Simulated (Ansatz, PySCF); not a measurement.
This PySCF input computes a B3LYP/def2-TZVPD energy:

```python
from pyscf import gto, scf, dft

mol = gto.M(
    atom='''
    C     0.00109578    0.88292603   -0.03266360
    C     0.76578700   -0.36066336    0.05127381
    C    -0.76663254   -0.35872664    0.05221618
    H     0.00167460    1.68930054   -0.74864081
    H     1.29435639   -0.71852672   -0.82707129
    H     1.25040395   -0.61994978    0.98734664
    H    -1.25075168   -0.61678875    0.98888473
    H    -1.29718468   -0.71525146   -0.82547761
    ''',
    basis='def2-tzvpd',
    charge=0,
    spin=1,
    verbose=4,
)

mf = dft.UKS(mol, xc='b3lyp').density_fit(auxbasis='def2-universal-jkfit')
mf.grids.level = 3
mf.conv_tol = 1e-9
mf.max_cycle = 100
mf.max_memory = 1500
mf.kernel()
if not mf.converged:
    mf = mf.newton()
    mf.kernel(mf.make_rdm1())
for _ in range(2):
    mo, _, stable, _ = mf.stability(return_status=True)
    if stable:
        break
    mf.kernel(mf.make_rdm1(mo, mf.mo_occ))
mf.analyze()
```

### Question
Write an input for the same energy in Ansatz (an electronic-structure program) and say what it gives.

### Answer

Ansatz 0.2 input:
```yaml
crystal:
  periodic: [false, false, false]
  atoms:
    - {symbol: C, position_ang: [0.00109578, 0.88292603, -0.03266360]}
    - {symbol: C, position_ang: [0.76578700, -0.36066336, 0.05127381]}
    - {symbol: C, position_ang: [-0.76663254, -0.35872664, 0.05221618]}
    - {symbol: H, position_ang: [0.00167460, 1.68930054, -0.74864081]}
    - {symbol: H, position_ang: [1.29435639, -0.71852672, -0.82707129]}
    - {symbol: H, position_ang: [1.25040395, -0.61994978, 0.98734664]}
    - {symbol: H, position_ang: [-1.25075168, -0.61678875, 0.98888473]}
    - {symbol: H, position_ang: [-1.29718468, -0.71525146, -0.82547761]}
basis:
  gaussian:
    orbitals: def2-TZVPD
hamiltonian:
  xc: {name: B3LYP}
magnetization: {spin_polarized: true, initial_magnetization: 1}
output: {forces: true}
```
It gives -117.26150 Eh, and PySCF -117.26157 Eh, a difference of 0.07 mEh, from the treatment of integrals and grids.

It need not be the lowest isomer of its formula.
